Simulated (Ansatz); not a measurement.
fcc Rh

Method: LDA in Ansatz (plane waves, PAW).

Run with plane-wave cutoff 520 eV, 18×18×18 k mesh, Fermi–Dirac smearing 0.1 eV, perturbation theory, force constants from a 6×6×6 q mesh, no spin polarisation, scalar-relativistic PAW data made under PBE.

Cell: relaxed at this level.

For fcc Rh, the zero-point energy is 0.034 eV/atom.

Cost on a shared machine: roughly 16 core-minutes.

Ansatz is an electronic-structure program.
